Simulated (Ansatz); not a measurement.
Total energies of Si(SH)H3 (SiH₄S) from Ansatz at revPBE-D4/def2-TZVP, gas phase (1 Eh = 27.2114 eV = 2625.5 kJ/mol). The reference geometry is relaxed at PBE-D4/def2-TZVP.

| state | geometry | energy (Eh) |
| --- | --- | --- |
| charge 0 singlet | reference | -690.00421 |
| charge 1 doublet | reference | -689.64704 |
| free Si atom (triplet) | – | -289.31536 |
| free S atom (triplet) | – | -398.04156 |
| free H atom (doublet) | – | -0.50412 |

Problem. Work out the vertical ionisation energy to the doublet.

Solution. E(charge 1 doublet) − E(charge 0 singlet) = -689.64704 − (-690.00421) = 0.35717 Eh = 9.72 eV. For comparison, −ε of the highest occupied level is 6.24 eV at this level, 3.48 eV less.

Problem. What is the binding energy per atom against free atoms?

Solution. Atoms: 1 × (-289.31536) + 1 × (-398.04156) + 4 × (-0.50412) = -689.37340 Eh. Binding: -689.37340 − (-690.00421) = 0.63081 Eh = 17.17 eV, or 2.86 eV for each of 6 atoms (no zero-point energy, no counterpoise term).
